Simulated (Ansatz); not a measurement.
`C=CC(=O)O` + acetylene → `C#CC(=O)O` + ethylene at 298.15 K and 1 bar (formal exchange of groups at a C–C bond).

Calculated with Ansatz (gas phase, PBE0-D4/def2-TZVP geometries, no zero-point term in ΔE). CBS: MP2 limit from def2 TZ/QZ plus the TZ coupled-cluster correction, frozen cores. This one scheme is used for every species. Each species was taken in one conformer, which may not be the lowest.

| species | CCSD(T)/CBS energy (Eh) | H − E (kJ/mol) | S (J/(mol·K)) |
| --- | --- | --- | --- |
| `C=CC(=O)O` | -266.90041 | 193.5 | 299.7 |
| `C#C` | -77.22717 | 80.8 | 200.2 |
| `C#CC(=O)O` | -265.63711 | 129.6 | 293.9 |
| `C=C` | -78.48111 | 144.6 | 218.9 |

H − E and S are ideal-gas, rigid-rotor, harmonic terms from PBE0-D4/def2-TZVP, for one conformer and one mirror image of each species. 1 Eh = 2625.50 kJ/mol, R = 8.31446 J/(mol·K).

Question: By hand: ΔE, ΔH, ΔS and ΔG.

Answer: ΔE = (-265.63711) + (-78.48111) − (-266.90041) − (-77.22717) = 0.00936 Eh = 24.6 kJ/mol. Δ(H − E) = 129.6 + 144.6 − 193.5 − 80.8 = -0.1, so ΔH = 24.5 kJ/mol. ΔS = 293.9 + 218.9 − 299.7 − 200.2 = 12.9 J/(mol·K). ΔG = 24.5 − 298.15 × (12.9)/1000 = 20.7 kJ/mol.

Question: By hand: the equilibrium constant, and the temperature at which ΔG would vanish if ΔH and ΔS stayed fixed.

Answer: log₁₀ K = −ΔG/(RT ln 10) = -3.6. ΔG = 0 at ΔH/ΔS = 1899 K, though so small a ΔS makes that figure unsure.

The number of gas molecules stays the same, so ΔS is small and ΔH decides. A doubt of 5 kJ/mol in ΔE shifts log₁₀ K by 0.9 here. Other conformers and mirror images would add mixing entropy, several J/(mol·K) or more a flexible species. These are equilibria of isolated gas molecules and say nothing of rates. Largest T1 diagnostic: 0.016 (customary marks: 0.02 for closed shells, 0.045 for open ones).
